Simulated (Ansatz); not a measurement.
## What a trial cell of Rb3W relaxes into

Level of theory: Ansatz 0.2.0, DFT PBE, scalar-relativistic, plane waves, PAW. Cutoff 420 eV, Γ-centred k mesh, Gaussian smearing, no spin polarisation in the final step.

The start puts Rb3W on the Cu3Au (L1_2) structure type (Pm-3m, No. 221), with W in place of Au, Rb in place of Cu, at a guessed volume.

```
CELL_PARAMETERS angstrom
5.14238 0.00000 0.00000
0.00000 5.14238 0.00000
0.00000 0.00000 5.14238
ATOMIC_POSITIONS crystal
Rb 0.00000 0.50000 0.50000
Rb 0.50000 0.00000 0.50000
Rb 0.50000 0.50000 0.00000
W 0.00000 0.00000 0.00000
```

Steps on the 4×4×4 mesh (4 atoms). 5 of 5 steps are shown, and the free energy counts from the last. Trial steps that were taken back and renewals of the plane-wave basis can be among the rows.

```tsv
step	ΔF (meV/atom)	V (Å³/atom)	P (GPa)
1	131.2	34.00	4.04
2	55.4	37.94	2.26
3	7.1	43.55	0.65
4	0.7	46.34	0.11
5	0.0	46.34	0.13
```

A final relaxation ran on a 8×8×8 mesh. The relaxed crystal, Pm-3m (No. 221):

```cif
data_structure
_symmetry_space_group_name_H-M 'Pm-3m'
_symmetry_Int_Tables_number 221
_cell_length_a 5.7350
_cell_length_b 5.7350
_cell_length_c 5.7350
_cell_angle_alpha 90.000
_cell_angle_beta 90.000
_cell_angle_gamma 90.000
_cell_volume 188.63
loop_
_atom_site_label
_atom_site_type_symbol
_atom_site_symmetry_multiplicity
_atom_site_Wyckoff_symbol
_atom_site_fract_x
_atom_site_fract_y
_atom_site_fract_z
_atom_site_occupancy
Rb1 Rb 3 c 0.00000 0.50000 0.50000 1
W1 W 1 a 0.00000 0.00000 0.00000 1
```

| Property | Result |
| --- | --- |
| Volume per atom | 47.16 Å³ |
| Density | 3.88 g/cm³ |
| Energy over the elements | 2.06 eV/atom |
| Gap on the 8×8×8 mesh | 0 eV (a metal) |

Energies over the elements count from the elements' standard structures at the same level, with no empirical corrections.

The final run used a 8×8×8 mesh on its 4-atom cell and 0.10 eV smearing. The k mesh leaves about 4 meV/atom of noise in metals. Spin–orbit coupling is left out.

A structure relaxed within its symmetry needn't be a true minimum.

Cost: 3 runs of about 0.7 core-minutes in all, on Arm Neoverse V2 (shared hosts).